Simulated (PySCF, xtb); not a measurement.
CH, SMILES [CH] (connectivity only; charge and spin as stated), charge +1, multiplicity 1.

GFN2-xTB run with xtb at its own geometry gives an orbital gap of 0.51 eV.

Geometry: B3LYP-D3(BJ)/def2-TZVPD.

Task: What does r2SCAN/def2-TZVPD in PySCF give? (The exact figures need the calculation; the answer reports its results.)

Result: gap 2.96 eV (levels -18.59 and -15.63 eV).
